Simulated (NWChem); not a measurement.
System: Si anion, quartet

The following NWChem deck was run.

```
start job
memory heap 200 mb stack 900 mb global 1100 mb
charge -1
geometry units angstroms noautoz
  Si     0.000000     0.000000     0.000000
end
basis spherical
  Si library 6-31g*
end
dft
  odft
  mult 4
  xc mn15
  iterations 150
  mulliken
end
task dft gradient
```

Excerpt of the output:

```
             Northwest Computational Chemistry Package (NWChem) 7.3.0
             --------------------------------------------------------

                             Geometry "geometry" -> ""
                             -------------------------

 Output coordinates in angstroms (scale by  1.889725989 to convert to a.u.)

  No.       Tag          Charge          X              Y              Z
 ---- ---------------- ---------- -------------- -------------- --------------
    1 Si                  14.0000     0.00000000     0.00000000     0.00000000

 Effective nuclear repulsion energy (a.u.)       0.0000000000

                                 NWChem DFT Module
                                 -----------------

 Summary of "ao basis" -> "ao basis" (spherical)
 ------------------------------------------------------------------------------
       Tag                 Description            Shells   Functions and Types
 ---------------- ------------------------------  ------  ---------------------
 Si                          6-31g*                  8       18   4s3p1d

            General Information
            -------------------
          SCF calculation type: DFT
          Wavefunction type:  spin polarized.
          No. of atoms     :     1
          No. of electrons :    15
           Alpha electrons :     9
            Beta electrons :     6
          Charge           :    -1
          Spin multiplicity:     4
          Use of symmetry is: off; symmetry adaption is: off
          Maximum number of iterations: 150
          AO basis - number of functions:    18
                     number of shells:     8
          Convergence on energy requested:  1.00D-06
          Convergence on density requested:  1.00D-05
          Convergence on gradient requested:  5.00D-04

              XC Information
              --------------
                         MN15 Method XC Functional
                     Hartree-Fock (Exact) Exchange  0.440
                          MN15 Exchange Functional  1.000
                        MN15 Correlation Potential  1.000

             Grid Information
             ----------------
          Grid used for XC integration:  medium
          Radial quadrature: Mura-Knowles
          Angular quadrature: Lebedev.
          Tag              B.-S. Rad. Rad. Pts. Rad. Cut. Ang. Pts.
          ---              ---------- --------- --------- ---------
          Si                  1.10       88           6.0       590
          Grid pruning is: on
          Number of quadrature shells:    88
          Spatial weights used:  Erf1

      Superposition of Atomic Density Guess
      -------------------------------------

 Sum of atomic energies:        -288.81730752

 Renormalizing density from      14.00 to     15

      Non-variational initial energy
      ------------------------------

 Total energy =    -300.644084
 1-e energy   =    -429.158359
 2-e energy   =     128.514275
 HOMO         =       0.264984
 LUMO         =       0.264984

     ---------------------------------------------
      Total Density - Mulliken Population Analysis
     ---------------------------------------------

    Atom       Charge   Shell Charges
 -----------   ------   -------------------------------------------------------
    1 Si  14    15.00   2.00  1.99  5.87  0.64  0.41  1.36  2.72  0.00

     --------------------------------------------
      Spin Density - Mulliken Population Analysis
     --------------------------------------------

    Atom       Charge   Shell Charges
 -----------   ------   -------------------------------------------------------
    1 Si  14     3.00   0.00 -0.00  0.01  0.00  0.25  0.00  2.74  0.00

   convergence    iter        energy       DeltaE   RMS-Dens  Diis-err
 ---------------- ----- ----------------- --------- --------- ---------
 d= 0,ls=0.0,diis     1   -289.0234831587 -2.89D+02  1.03D-01  3.74D-01
                                                     4.11D-02  2.51D-01
 d= 0,ls=0.0,diis     2   -289.1630531250 -1.40D-01  4.28D-02  9.31D-02
                                                     2.03D-02  3.54D-02
 d= 0,ls=0.0,diis     3   -289.2448790903 -8.18D-02  5.76D-04  5.96D-05
                                                     3.54D-04  5.82D-05
 d= 0,ls=0.0,diis     4   -289.2448971639 -1.81D-05  3.15D-04  5.08D-06
                                                     1.47D-04  1.18D-06
 d= 0,ls=0.0,diis     5   -289.2449014533 -4.29D-06  3.00D-05  3.36D-08
                                                     2.69D-05  2.39D-08
 d= 0,ls=0.0,diis     6   -289.2449014944 -4.11D-08  1.38D-06  9.29D-11
                                                     7.84D-07  7.41D-11

         Total DFT energy =     -289.244901494405
      One electron energy =     -404.694163386973
           Coulomb energy =      136.339221142334
    Exchange-Corr. energy =      -20.889959249766
 Nuclear repulsion energy =        0.000000000000

 Numeric. integr. density =       15.000000341684

                    DFT Final Alpha Molecular Orbital Analysis
                    ------------------------------------------

 Vector    7  Occ=1.000000D+00  E= 4.299781D-02
              MO Center=  3.3D-18,  1.8D-16, -5.5D-17, r^2= 2.8D+00
   Bfn.  Coefficient  Atom+Function         Bfn.  Coefficient  Atom+Function
  ----- ------------  ---------------      ----- ------------  ---------------
    11      0.537447  1 Si px                 7      0.463911  1 Si px
    13      0.214327  1 Si pz                 9      0.185002  1 Si pz
     3     -0.182709  1 Si px                12     -0.154360  1 Si py
     8     -0.133239  1 Si py                 5     -0.072862  1 Si pz
     4      0.052476  1 Si py

 Vector    8  Occ=1.000000D+00  E= 4.299781D-02
              MO Center=  1.6D-16, -3.9D-17,  7.1D-17, r^2= 2.8D+00
   Bfn.  Coefficient  Atom+Function         Bfn.  Coefficient  Atom+Function
  ----- ------------  ---------------      ----- ------------  ---------------
    12      0.404798  1 Si py                13     -0.357448  1 Si pz
     8      0.349412  1 Si py                 9     -0.308541  1 Si pz
    11      0.258808  1 Si px                 7      0.223396  1 Si px
     4     -0.137614  1 Si py                 5      0.121517  1 Si pz
     3     -0.087984  1 Si px

 Vector    9  Occ=1.000000D+00  E= 4.299781D-02
              MO Center=  8.8D-17, -2.1D-16, -7.0D-17, r^2= 2.8D+00
   Bfn.  Coefficient  Atom+Function         Bfn.  Coefficient  Atom+Function
  ----- ------------  ---------------      ----- ------------  ---------------
    13      0.430008  1 Si pz                12      0.413429  1 Si py
     9      0.371172  1 Si pz                 8      0.356862  1 Si py
     5     -0.146184  1 Si pz                 4     -0.140548  1 Si py
    11     -0.052741  1 Si px                 7     -0.045525  1 Si px

 Vector   10  Occ=0.000000D+00  E= 3.892501D-01
              MO Center=  1.1D-15,  1.2D-15,  8.9D-16, r^2= 4.1D+00
   Bfn.  Coefficient  Atom+Function         Bfn.  Coefficient  Atom+Function
  ----- ------------  ---------------      ----- ------------  ---------------
    10     -1.783325  1 Si s                  6      1.769784  1 Si s
     2     -0.101627  1 Si s                  1      0.073234  1 Si s

 Vector   11  Occ=0.000000D+00  E= 4.680182D-01
              MO Center= -6.9D-16,  6.0D-18,  2.7D-16, r^2= 4.2D+00
   Bfn.  Coefficient  Atom+Function         Bfn.  Coefficient  Atom+Function
  ----- ------------  ---------------      ----- ------------  ---------------
     7      1.270433  1 Si px                11     -1.178860  1 Si px
     3     -0.288525  1 Si px                 9     -0.269650  1 Si pz
    13      0.250214  1 Si pz                 8     -0.096744  1 Si py
    12      0.089771  1 Si py                 5      0.061240  1 Si pz

 Vector   12  Occ=0.000000D+00  E= 4.680182D-01
              MO Center= -2.3D-16, -1.5D-15, -9.5D-16, r^2= 4.2D+00
   Bfn.  Coefficient  Atom+Function         Bfn.  Coefficient  Atom+Function
  ----- ------------  ---------------      ----- ------------  ---------------
     8      1.118831  1 Si py                12     -1.038186  1 Si py
     9      0.629602  1 Si pz                13     -0.584220  1 Si pz
     4     -0.254095  1 Si py                 7      0.218833  1 Si px
    11     -0.203059  1 Si px                 5     -0.142987  1 Si pz
     3     -0.049699  1 Si px

                     DFT Final Beta Molecular Orbital Analysis
                     -----------------------------------------

 Vector    4  Occ=1.000000D+00  E=-3.394469D+00
              MO Center= -1.2D-17, -3.5D-17,  1.2D-17, r^2= 1.0D-01
   Bfn.  Coefficient  Atom+Function         Bfn.  Coefficient  Atom+Function
  ----- ------------  ---------------      ----- ------------  ---------------
     4      0.833006  1 Si py                 3     -0.518350  1 Si px
     5      0.146408  1 Si pz                 8      0.025020  1 Si py

 Vector    5  Occ=1.000000D+00  E=-3.394469D+00
              MO Center=  1.5D-16,  1.0D-16,  8.9D-17, r^2= 1.0D-01
   Bfn.  Coefficient  Atom+Function         Bfn.  Coefficient  Atom+Function
  ----- ------------  ---------------      ----- ------------  ---------------
     3      0.721885  1 Si px                 5      0.585662  1 Si pz
     4      0.346269  1 Si py

[...]

                         DFT ENERGY GRADIENTS

    atom               coordinates                        gradient
                 x          y          z           x          y          z
   1 Si      0.000000   0.000000   0.000000    0.000000  -0.000000   0.000000
```

Level: MN15/6-31G* (spherical d), spin-unrestricted. Sets without diffuse functions describe the anion's extra electron poorly. No stability test was run on the SCF state. The highest occupied level is positive, so the extra electron may be held by the finite basis.
